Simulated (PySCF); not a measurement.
Gas-phase reaction: 2 AlCl3.NH3 + 3 H2 → 2 AlH3.NH3 + 3 Cl2

Energies from PySCF, thermal terms from the rigid-rotor harmonic-oscillator model, ideal gas at 1 bar. † marks an energy on the PBE0/def2-TZVP geometry and frequencies; other levels use their own. All species are closed-shell singlets. B3LYP is the form with VWN-RPA correlation. Adducts (AlCl3.NH3, AlH3.NH3) have no counterpoise correction, and HF, PBE, BLYP, B3LYP and PBE0 lack dispersion. AlH3.NH3: computed as isolated molecules; such fragments, hydroxides, amides, oligomers or adducts are transient or little studied in the gas.

BLYP/def2-TZVP† gives ΔH°(298 K) = 1385 kJ.

Q: What do PBE/def2-SVP, r2SCAN/def2-TZVP†, B3LYP/def2-TZVP† give?

A: PBE/def2-SVP: 1461 kJ; r2SCAN/def2-TZVP†: 1530 kJ; B3LYP/def2-TZVP†: 1437 kJ. For scale, ΔH°(298 K) is 1385 kJ at this level, 1498 kJ at ωB97M-V/def2-TZVP†, and runs from 983 to 1611 kJ over the 19 levels computed.
